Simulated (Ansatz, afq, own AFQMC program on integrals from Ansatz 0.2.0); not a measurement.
Two steps: Ansatz 0.2.0 writes the Fock matrix and Cholesky factors of the valence space, and afq projects on them the lowest state that overlaps trial and start.

```yaml
crystal:
  periodic: [false, false, false]
  atoms:
    - {symbol: Si, position_ang: [0.000000, 0.001856, 0.562811]}
    - {symbol: C, position_ang: [0.000000, -0.002175, -1.277523]}
    - {symbol: H, position_ang: [0.000000, 1.397181, 1.073628]}
    - {symbol: H, position_ang: [-1.199047, -0.704819, 1.095746]}
    - {symbol: H, position_ang: [1.199047, -0.704819, 1.095746]}
    - {symbol: H, position_ang: [0.000000, 0.907588, -1.868429]}
    - {symbol: H, position_ang: [0.000000, -0.920921, -1.855917]}
basis:
  gaussian: {orbitals: 6-31G}
magnetization: {spin_polarized: true, initial_magnetization: 1}
correlation: {method: ccsd_t, electrons: outside_noble_gas, hamiltonian_folder: ham}
```

```sh
$ ansatz run in.yaml --threads 1 --pin off --events-out ev --progress --plain --max-ram 1382MiB
```

afq runs on the folder ham with

```
--method free --trial cisd --walkers 60 --time-step 0.03 --max-blocks 80 --target-error 0.00043 --factor-cut 1e-05 --seed 2538 --times 0,0.21,0.42,0.81,1.2,1.8,2.4,3 --taylor-order 8
```

Times are imaginary, in 1/Eh. The walk had a cap of 542 s.

Log:

```
orbitals 26  electrons 7 6  factors 194 of 427
reference energy -329.57913638 Eh
CCSD correlation -0.16079307 Eh in 10 cycles, weight of the determinant in the CISD state 0.9096
repeat  energy at the last time / Eh  error
    10  -329.743088  0.000555
    20  -329.742961  0.000441
    30  -329.742866  0.000377
time / (1/Eh)  energy / Eh  error  mean overlap
  0.00  -329.739984  0.000167  1.1005
  0.21  -329.741359  0.000204  1.0991
  0.42  -329.741876  0.000192  1.1059
  0.81  -329.742418  0.000189  1.1080
  1.20  -329.742928  0.000277  1.1046
  1.80  -329.743127  0.000289  1.1008
  2.40  -329.742849  0.000269  1.1039
  3.00  -329.742896  0.000365  1.0932
energy -329.742896 +/- 0.000365 Eh
```

The run passed its tests (error under three times the target), which doesn't prove that it has relaxed.

Against this walk (error 9.9 meV) on the same determinant: CCSD(T) 12.4 meV higher (within the noise), CCSDT(Q) 7.7 meV lower (within the noise). The error is statistical, and a free projection of finite length keeps a remainder of its start.

Cautions: remainder of the start not in the error.

The walk took 99 s on 1 thread of Arm Neoverse N1 (shared host). The log's last line is the free-projection energy.

CCSDT and higher add their correlation energy to the determinant of the CCSD(T) run, since their own runs factorise the integrals more tightly (a shift of under 2 meV). A walk keeps the symmetry of its determinant, which the program's search chose and which needn't be the lowest solution, so a lower state of the same spin and another symmetry isn't excluded.
